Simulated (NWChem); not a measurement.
Program: NWChem. System: F, charge 0, spin multiplicity 2. Its SCF solution wasn't tested for a lower state. Level: UHF/def2-TZVP.

NWChem printed:

```
             Northwest Computational Chemistry Package (NWChem) 7.3.0
             --------------------------------------------------------

                                NWChem Input Module
                                -------------------

 Scaling coordinates for geometry "geometry" by  1.889725989
 (inverse scale =  0.529177249)

                             Geometry "geometry" -> ""
                             -------------------------

 Output coordinates in angstroms (scale by  1.889725989 to convert to a.u.)

  No.       Tag          Charge          X              Y              Z
 ---- ---------------- ---------- -------------- -------------- --------------
    1 F                    9.0000     0.00000000     0.00000000     0.00000000

 Effective nuclear repulsion energy (a.u.)       0.0000000000

            Nuclear Dipole moment (a.u.)
            ----------------------------
        X                 Y               Z
 ---------------- ---------------- ----------------
     0.0000000000     0.0000000000     0.0000000000

      Symmetry information
      --------------------

 Group name             D2h
 Group number             26
 Group order               8
 No. of unique centers     1

      Symmetry unique atoms

     1


 Summary of "ao basis" -> "" (spherical)
 ------------------------------------------------------------------------------
       Tag                 Description            Shells   Functions and Types
 ---------------- ------------------------------  ------  ---------------------
 *                         def2-tzvp                  on all atoms

 Summary of "ao basis" -> "ao basis" (spherical)
 ------------------------------------------------------------------------------
       Tag                 Description            Shells   Functions and Types
 ---------------- ------------------------------  ------  ---------------------
 F                         def2-tzvp                11       31   5s3p2d1f

                                 NWChem SCF Module
                                 -----------------

  ao basis        = "ao basis"
  functions       =    31
  atoms           =     1
  alpha electrons =     5
  beta  electrons =     4
  charge          =   0.00
  wavefunction    = UHF
  use symmetry    = T
  symmetry adapt  = T

 Summary of "ao basis" -> "ao basis" (spherical)
 ------------------------------------------------------------------------------
       Tag                 Description            Shells   Functions and Types
[...]
     2     -0.262661  1 F  s                  5      0.231806  1 F  s

 Vector    3  Occ=1.000000D+00  E=-6.786669D-01  Symmetry=b1u
              MO Center= -1.5D-38, -3.7D-34, -5.5D-24, r^2= 4.5D-01
   Bfn.  Coefficient  Atom+Function         Bfn.  Coefficient  Atom+Function
  ----- ------------  ---------------      ----- ------------  ---------------
     8      0.507652  1 F  pz                11      0.435155  1 F  pz
    14      0.264129  1 F  pz

 Vector    4  Occ=1.000000D+00  E=-6.786669D-01  Symmetry=b2u
              MO Center= -1.4D-23,  4.2D-19, -1.6D-18, r^2= 4.5D-01
   Bfn.  Coefficient  Atom+Function         Bfn.  Coefficient  Atom+Function
  ----- ------------  ---------------      ----- ------------  ---------------
     7      0.507652  1 F  py                10      0.435155  1 F  py
    13      0.264129  1 F  py

 Vector    5  Occ=0.000000D+00  E= 5.829357D-02  Symmetry=b3u
              MO Center=  1.7D-19,  8.8D-19,  5.4D-21, r^2= 7.8D-01
   Bfn.  Coefficient  Atom+Function         Bfn.  Coefficient  Atom+Function
  ----- ------------  ---------------      ----- ------------  ---------------
    12      0.536696  1 F  px                 6      0.389213  1 F  px
     9      0.308673  1 F  px

 Vector    6  Occ=0.000000D+00  E= 6.495090D-01  Symmetry=ag
              MO Center= -2.1D-20, -1.4D-21,  8.5D-20, r^2= 1.6D+00
   Bfn.  Coefficient  Atom+Function         Bfn.  Coefficient  Atom+Function
  ----- ------------  ---------------      ----- ------------  ---------------
     5     -2.020898  1 F  s                  4      1.905117  1 F  s

 Vector    7  Occ=0.000000D+00  E= 6.898609D-01  Symmetry=b2u
              MO Center=  9.8D-24, -2.0D-20,  6.9D-20, r^2= 1.9D+00
   Bfn.  Coefficient  Atom+Function         Bfn.  Coefficient  Atom+Function
  ----- ------------  ---------------      ----- ------------  ---------------
    13      1.250127  1 F  py                10     -0.678420  1 F  py
     7     -0.266229  1 F  py

 center of mass
 --------------
 x =   0.00000000 y =   0.00000000 z =   0.00000000

 moments of inertia (a.u.)
 ------------------
           0.000000000000           0.000000000000           0.000000000000
           0.000000000000           0.000000000000           0.000000000000
           0.000000000000           0.000000000000           0.000000000000

  Mulliken analysis of the total density
  --------------------------------------

    Atom       Charge   Shell Charges
 -----------   ------   -------------------------------------------------------
    1 F    9     9.00   0.77  1.20  0.63  1.03  0.36  2.17  2.03  0.80  0.00  0.00  0.00

  Mulliken analysis of the alpha density
  --------------------------------------

    Atom       Charge   Shell Charges
 -----------   ------   -------------------------------------------------------
    1 F    9     5.00   0.39  0.60  0.33  0.52  0.16  1.32  1.23  0.45  0.00  0.00  0.00

   Mulliken analysis of the beta density
   -------------------------------------

    Atom       Charge   Shell Charges
 -----------   ------   -------------------------------------------------------
    1 F    9     4.00   0.39  0.60  0.31  0.51  0.20  0.84  0.80  0.36  0.00  0.00  0.00

   Mulliken analysis of the spin density
   -------------------------------------

    Atom       Charge   Shell Charges
 -----------   ------   -------------------------------------------------------
    1 F    9     1.00   0.00 -0.00  0.02  0.02 -0.03  0.48  0.43  0.09 -0.00 -0.00  0.00

       Multipole analysis of the density wrt the origin
       ------------------------------------------------

     L   x y z        total         alpha         beta         nuclear
     -   - - -        -----         -----         ----         -------
     0   0 0 0     -0.000000     -5.000000     -4.000000      9.000000

     1   1 0 0     -0.000000     -0.000000      0.000000      0.000000
     1   0 1 0     -0.000000     -0.000000     -0.000000      0.000000
     1   0 0 1      0.000000      0.000000      0.000000      0.000000

     2   2 0 0     -2.947143     -1.895786     -1.051358      0.000000
     2   1 1 0     -0.000000     -0.000000     -0.000000      0.000000
     2   1 0 1      0.000000      0.000000      0.000000      0.000000
     2   0 2 0     -3.626210     -1.900725     -1.725485      0.000000
     2   0 1 1     -0.000000     -0.000000     -0.000000      0.000000
     2   0 0 2     -3.626210     -1.900725     -1.725485      0.000000

 Task  times  cpu:        0.1s     wall:        0.1s

 Total times  cpu:        0.1s     wall:        0.1s
```

Task: Write an NWChem input that would produce this output.

Result: This is not unique; one that fits is 
```
start mol
memory heap 200 mb stack 900 mb global 1100 mb
geometry units angstroms nocenter noautoz
  F      0.000000     0.000000     0.000000
  symmetry group D2h
end
basis spherical
  * library def2-tzvp
end
scf
  uhf
  nopen 1
  maxiter 100
  thresh 1e-7
  semidirect memsize 60000000 filesize 0
  # guess.movecs holds the orbitals of an unrestricted PBE0 run
  vectors input guess.movecs output mol.movecs
end
task scf energy
```
